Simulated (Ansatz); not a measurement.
# C₂HAl (singlet): from Hartree-Fock to the top rungs at a displaced geometry (v2), cc-pVDZ

One table from this session's results is given with a row withheld; the runs are named, their logs left out.

The runs use Ansatz 0.2.0, Gaussian basis; cc-pVDZ, core rule «outside noble gas», up to 7 orbitals frozen.

Plan: UHF; CCSD(T) on RHF; BCCD(T) on RHF; CISD; CCSDT(Q) on RHF; CASSCF and MRCISD+Q, 8 electrons in 8 orbitals; CASSCF and NEVPT2, 8 electrons in 8 orbitals.

18 further runs of the same task are left out: 8 that didn't finish, 10 set aside as unsound or not needed. Runs told in other sessions of the task aren't counted.

## The system

The geometry is a PBE0/def2-TZVP stationary point (not a proven minimum) with its atoms shifted at random (size 0.100 Å).

4 atoms, charge 0, spin multiplicity 1.

Atoms are counted from 1 here; the program's logs count them from 0.

Bond lengths: Al1–C3 1.967 Å, C2–C3 1.210 Å, C2–H4 1.073 Å. Angles: C3–C2–H4 166.3°, Al1–C3–C2 177.5°.

The first run:

Input file in.yaml:

```yaml
crystal:
  periodic: [false, false, false]
  atoms:
    - {symbol: Al, position_ang: [0.064568, 0.023749, 2.341416]}
    - {symbol: C, position_ang: [-0.100306, 0.032123, -0.830490]}
    - {symbol: C, position_ang: [-0.023685, -0.000301, 0.377030]}
    - {symbol: H, position_ang: [0.059423, -0.055571, -1.887956]}
basis:
  gaussian: {orbitals: cc-pVDZ}
magnetization: {spin_polarized: true, initial_magnetization: 0}
hamiltonian: {xc: hf}
output: {orbitals: {seedname: orbitals}}
```

Started as:

```
> ansatz run in.yaml --threads 1 --pin off --events-out ev --progress --plain --max-ram 2393MiB
```

Steps of the session up to this table: UHF; CCSD(T) on RHF; BCCD(T) on RHF; CISD; CCSDT(Q) on RHF; CASSCF and MRCISD+Q, 8 electrons in 8 orbitals; CASSCF and NEVPT2, 8 electrons in 8 orbitals.

One of the session's tables, all rows but one given; the rest of the session is left out.

| method | from RCCSDT(Q) (meV) |
| --- | --- |
| RHF | ? |
| RMP2 | +1121.3 |
| CISD | +1369.2 |
| RCCSD | +433.9 |
| RCCSD(T) | +51.5 |
| BCCD(T) | +50.7 |
| RCCSDT | +37.7 |
| RCCSDT(Q) | 0 |
| CASSCF frontier | +5787.1 |
| NEVPT2 frontier | +1400.1 |
| MRCISD frontier | +590.1 |
| MRCISD+Q frontier | +52.8 |

Q: Estimate the row for RHF from the others.

As computed: from RCCSDT(Q) (meV): +9020.7. In the column «from RCCSDT(Q) (meV)» it is the highest.
